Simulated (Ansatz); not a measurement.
A first try at a composite energy at a relaxed geometry of BH2, SMILES [BH2], using Ansatz 0.2.0, Python API.

`composite_bh2.py`:
```python
"""Relax BH2 cheaply, then refine its energy."""

import itertools

import ansatz as az
from ase.data import atomic_numbers, covalent_radii
import numpy as np

system = (
    az.Crystal.molecule()
    .atom("B", (0.26284, -0.16623, 0.12864))
    .atom("H", (0.28002, 0.98532, 0.26098))
    .atom("H", (-0.54286, -0.81909, -0.38963))
)

calc = system.calculation()
calc = calc.basis(gaussian="def2-SVPX")
calc = calc.functional("r2SCAN")
calc = calc.spin("collinear", total=1)
symbols = [site.symbol for site in system.cartesian_sites]
start = np.array([site.position_ang for site in system.cartesian_sites], dtype=float)
report = calc.relax(force_tolerance=0.01, max_steps=30).run(threads=1).report
end = np.array(report["positions_ang"])
# pairs closer than 1.2 times the sum of covalent radii, before or after
radius = [covalent_radii[atomic_numbers[s]] for s in symbols]
span = lambda where, i, j: np.linalg.norm(where[i] - where[j])
bonded = [(i, j) for i, j in itertools.combinations(range(len(symbols)), 2) if min(span(start, i, j), span(end, i, j)) < 1.2 * (radius[i] + radius[j])]
print("pair        before    after (A)")
for i, j in bonded:
    print(f"{symbols[i]}{i}-{symbols[j]}{j}".ljust(10), f"{span(start, i, j):8.4f} {span(end, i, j):8.4f}")
for first, second in list(itertools.combinations(bonded, 2)):
    shared = set(first) & set(second)
    if shared and symbols[(j := shared.pop())] != "H":
        i, k = sorted((set(first) | set(second)) - {j})
        u, v = end[i] - end[j], end[k] - end[j]
        angle = np.degrees(np.arccos(np.clip(u @ v / np.linalg.norm(u) / np.linalg.norm(v), -1, 1)))
        print(f"final angle {symbols[i]}{i}-{symbols[j]}{j}-{symbols[k]}{k}: {angle:.2f} deg")

minimum = az.Crystal.molecule()
for symbol, place in zip(symbols, end):
    minimum = minimum.atom(symbol, place.tolist())
at_minimum = minimum.calculation().spin("collinear", total=1)
# MP2 extrapolated to the basis limit, plus the small-basis difference CCSD(T) - MP2
level = lambda method, basis: at_minimum.basis(gaussian=basis).correlation(method).run(threads=1).report
small, large, cluster = level("mp2", "cc-pVDZ"), level("mp2", "cc-pVTZ"), level("ccsd_t", "cc-pVDZ")
corr = lambda each: (each["free_energy_ev"] - each["reference_energy_ev"]) / 27.211386246
mp2_limit = (27 * corr(large) - 8 * corr(small)) / 19
pieces = {"HF / cc-pVTZ": large["reference_energy_ev"] / 27.211386246, "MP2 correlation, DZ-TZ limit": mp2_limit, "CCSD(T) - MP2 / cc-pVDZ": corr(cluster) - corr(small)}
for name, value in pieces.items():
    print(f"{name:32s} {value:14.6f} Ha")
print(f"{'sum':32s} {sum(pieces.values()):14.6f} Ha")
print("T1 diagnostic", round(cluster["correlation"]["coupled_cluster"]["t1_diagnostic"], 4))
```

```console
$ python composite_bh2.py
Traceback (most recent call last):
  File "composite_bh2.py", line 22, in <module>
    report = calc.relax(force_tolerance=0.01, max_steps=30).run(threads=1).report
             ~~~~~~~~~~~~~~~~~~~~~~~~~~~~~~~~~~~~~~~~~~~~~~~~~~^^^^^^^^^^^
  ...
ansatz.GaussianBasisError: pseudopotentials/gaussian/def2-svpx.bse can't be read: No such file or directory (os error 2)
```
(Library frames cut from the traceback.)

Why does it end like this?

The fault: the library has no basis set of that name. The cap on steps that the faulty run carried goes too. The correction:

```diff
--- before
+++ after
@@ -16,3 +16,3 @@
 calc = system.calculation()
-calc = calc.basis(gaussian="def2-SVPX")
+calc = calc.basis(gaussian="def2-SVP")
 calc = calc.functional("r2SCAN")
@@ -21,3 +21,3 @@
 start = np.array([site.position_ang for site in system.cartesian_sites], dtype=float)
-report = calc.relax(force_tolerance=0.01, max_steps=30).run(threads=1).report
+report = calc.relax(force_tolerance=0.01).run(threads=1).report
 end = np.array(report["positions_ang"])
```

After the fix:

`python composite_bh2.py` gives:
```text
pair        before    after (A)
B0-H1        1.1593   1.2038
B0-H2        1.1593   1.2038
final angle H1-B0-H2: 129.07 deg
HF / cc-pVTZ                         -25.759949 Ha
MP2 correlation, DZ-TZ limit          -0.089085 Ha
CCSD(T) - MP2 / cc-pVDZ               -0.021113 Ha
sum                                  -25.870147 Ha
T1 diagnostic 0.0081
```

What to keep in mind:
- Total energies depend on the basis set; only differences at equal settings carry meaning.
- The sum leaves out core correlation, relativity, the Hartree-Fock basis error and zero-point energy; a DZ-TZ extrapolation is rough.
- The species is open-shell (spin multiplicity 2).
- Inner cores stay frozen, so this is valence correlation.
- An extrapolation from small basis sets is rough.
- Hardware and time: 6.7 s on 1 thread of Arm Neoverse N1 (shared host), peak memory 0.17 GiB.
